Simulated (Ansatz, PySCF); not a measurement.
This Ansatz (a first-principles code) input computes a CCSD(T)/cc-pVDZ energy:

Ansatz 0.2 input:
```yaml
crystal:
  periodic: [false, false, false]
  atoms:
    - {symbol: N, position_ang: [-0.00000000, 0.00000000, 0.00000000]}
    - {symbol: H, position_ang: [0.01428541, 0.96188359, -0.35397200]}
    - {symbol: H, position_ang: [0.83339821, -0.49769460, -0.32934452]}
    - {symbol: H, position_ang: [-0.84032710, -0.47735428, -0.34161902]}
    - {symbol: H, position_ang: [-0.00735652, 0.01316529, 1.02493554]}
basis:
  gaussian:
    orbitals: cc-pVDZ
total_charge: 1
magnetization: {spin_polarized: false}
correlation: {method: ccsd_t, electrons: outside_noble_gas}
```

### Question
Write an input for the same energy in PySCF and say what it gives.

### Answer

```python
from pyscf import gto, scf, mp, cc as ccmod

mol = gto.M(
    atom='''
    N    -0.00000000    0.00000000    0.00000000
    H     0.01428541    0.96188359   -0.35397200
    H     0.83339821   -0.49769460   -0.32934452
    H    -0.84032710   -0.47735428   -0.34161902
    H    -0.00735652    0.01316529    1.02493554
    ''',
    basis='cc-pvdz',
    charge=1,
    spin=0,
    verbose=4,
)

mf = scf.RHF(mol)
mf.conv_tol = 1e-10
mf.max_cycle = 100
mf.kernel()
mp2 = mp.MP2(mf, frozen=1).run()
cc = ccmod.CCSD(mf, frozen=1)
cc.max_cycle = 100
cc.kernel()
et = cc.ccsd_t()
print(f'E(CCSD(T)) = {cc.e_tot + et:.9f}')
```
It gives -56.75253 Eh, and Ansatz -56.75253 Eh, a difference of 0.00 mEh.
